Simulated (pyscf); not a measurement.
Optimised with ωB97X-D3(BJ)/def2-SVP in PySCF.

Task: PBE/def2-TZVP puts the barrier of •H₂C–CH(CH₃)–Cl → vinyl chloride (H₂C=CH–Cl) + methyl (CH₃•) (bond scission; doublet surface; C–C broken, none formed) at 144.1 kJ/mol and the reaction energy at +123.8 kJ/mol, from the reactant's lowest minimum found. What do PBE0-D3(BJ)/def2-TZVP, M06-2X/def2-TZVP, ωB97M-D3(BJ)/def2-TZVP give on the same structures?

Result: PBE0-D3(BJ): ΔE‡ = 161.7 kJ/mol, ΔE = +139.8 kJ/mol; M06-2X: ΔE‡ = 161.0 kJ/mol, ΔE = +128.9 kJ/mol; ωB97M-D3(BJ): ΔE‡ = 157.2 kJ/mol, ΔE = +125.5 kJ/mol. PBE's barrier lies under all of them, by 13.1 to 17.6 kJ/mol. Its reaction energy lies under all of them, by 1.7 to 16.0 kJ/mol. The same reactants have a lower exit, to H₂C=CH–CH₃ + Cl• (no saddle counted: cutting one bond, which may have a small barrier of its own, costs +82.8 kJ/mol at ωB97M-D3(BJ)/def2-TZVP, against +157.2 kJ/mol here). •H₂C–CH(CH₃)–Cl lies 25.8 kJ/mol over its isomer H₃C–C•(CH₃)–Cl (electronic energy, ωB97M-D3(BJ)/def2-TZVP). One saddle was located; it need not be the lowest between these sides.
